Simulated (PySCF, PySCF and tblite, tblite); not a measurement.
**C6H10: a path driven as rotation about a bond, and NMR exchange**

One table from this session's results is given with a row withheld; the runs are named, their logs left out.

Programs: PySCF 2.14.0 with density-fitted response routines of our own, and tblite 0.8.0. All values are computed, except where a source is named. Atoms count from 0 throughout.

### The molecule as given

16 atoms, charge 0, multiplicity 1; geometry from: force field or distance geometry start.

Bonds of the start (Å): C0–C1 1.35, C0–H6 1.07, C0–H7 1.08, C1–C2 1.49, C1–C3 1.48, C2–H10 1.10, C2–H8 1.09, C2–H9 1.10, C3–C4 1.34, C3–C5 1.51, C4–H11 1.08, C4–H12 1.09, C5–H13 1.10, C5–H14 1.09, C5–H15 1.10.

Set-up of the first run:

What the job is given:

```
{"job": {"xc": "GFN2-xTB", "basis": "xTB", "kind": "relax"}, "charge": 0, "multiplicity": 1}
C     -0.482500    -1.766100    -0.289100
C     -0.590500    -0.426400    -0.133200
C     -1.945100     0.202900    -0.188400
C      0.583900     0.438000     0.111400
C      0.489000     1.761100     0.292200
C      1.948400    -0.207600     0.185700
H      0.449700    -2.298800    -0.258400
H     -1.366500    -2.367700    -0.462200
H     -2.193300     0.702400     0.753500
H     -2.006900     0.935900    -1.002200
H     -2.747500    -0.532000    -0.378300
H      1.368000     2.368900     0.464600
H     -0.455000     2.302900     0.261200
H      2.201500    -0.706800    -0.758500
H      1.998500    -0.928800     1.005100
H      2.740800     0.531000     0.385300
```

The run is started by

```sh
$ OMP_NUM_THREADS=1 python ens_run.py task.json out
```

One launch serves the whole session.

Among the steps run: GFN2-xTB relaxation, start minimum; Relaxed scan, rotation; Nudged elastic band, leg 1; Saddle search, leg 1; DFT refinement, start: PBE0-D3(BJ)/def2-SVP; DFT refinement, end: PBE0-D3(BJ)/def2-SVP; Shieldings, start: revPBE/pcSseg-1 in acetone; Shieldings, saddle of leg 1: revPBE/pcSseg-1 in acetone; Shieldings, end: revPBE/pcSseg-1 in acetone; The path in numbers; Shieldings, start: CAM-B3LYP/pcSseg-1 in acetone; Single-point energy, saddle of leg 1: CAM-B3LYP/pcSseg-1 in acetone; Shieldings, end: CAM-B3LYP/pcSseg-1 in acetone; Second level: CAM-B3LYP/pcSseg-1 + D3(BJ), IEF-PCM acetone.

One table of the session follows, with a row left open; its other results are not shown here.

Barriers by level (kcal/mol; entropies in cal/(mol K)). Zero-point and thermal terms come from xTB in every row. ΔG‡ leaves symmetry out; the rate counts equivalent paths (a factor of 2); effective ΔG‡, where given, is the barrier that would give that rate by Eyring's equation alone:

```
                                       level   ΔE‡  with zero-point   ΔH‡  ΔG‡ (298 K)  ΔE of reaction
                                    GFN2-xTB  1.69             1.00  0.81         1.05            0.43
                        PBE0-D3(BJ)/def2-SVP  4.67             3.98  3.80         4.03            2.57
   revPBE/pcSseg-1 + D3(BJ), IEF-PCM acetone  3.98             3.29  3.11         3.34            2.17
CAM-B3LYP/pcSseg-1 + D3(BJ), IEF-PCM acetone     ?                ?     ?            ?               ?
```

**Question.** Estimate the row for CAM-B3LYP/pcSseg-1 + D3(BJ), IEF-PCM acetone.

**Answer.** ΔE‡: 3.56; with zero-point: 2.87; ΔH‡: 2.68; ΔG‡ (298 K): 2.92; ΔE of reaction: 1.93. In the column «ΔE‡» it lies between GFN2-xTB (1.69) and revPBE/pcSseg-1 + D3(BJ), IEF-PCM acetone (3.98).
